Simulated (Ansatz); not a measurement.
```tsv
atom	x (Å)	y (Å)	z (Å)
C	1.4955	-0.0268	0.2073
C	0.7609	1.2881	-0.1986
C	-0.7535	1.2876	0.1925
C	-1.4902	-0.0188	-0.1948
C	-0.6903	-1.2907	0.2146
C	0.7484	-1.3076	-0.2472
H	1.4872	-0.0099	1.2976
H	2.4339	0.0102	-0.2051
H	0.7794	1.2875	-1.2896
H	1.2046	2.1798	0.1739
H	-1.2614	2.1629	-0.1374
H	-0.7373	1.2911	1.2972
H	-1.4983	0.0148	-1.2837
H	-2.4222	-0.0003	0.1718
H	-1.1911	-2.1313	-0.1549
H	-0.8015	-1.2916	1.3146
H	1.2654	-2.1055	0.1940
H	0.7890	-1.3131	-1.3599
```

RHF-MP2 on singlet C₆H₁₂ was run in several spherical basis sets with Ansatz (development build ahead of 0.2.0). Frozen core: 6 orbitals. Caution for RHF-MP2: no unrestricted run beside it, a lower state can exist.

**Question.** Rank the basis sets by the total energy that they give, lowest first, with the distance from the lowest.
A. def2-SVP
B. cc-pVDZ
C. 6-31G(d)

**Answer.** B (0.00 eV), C (2.56 eV), A (4.97 eV).

Totals follow the description of the cores as much as that of the bonds, so this order isn't one of quality for chemistry.
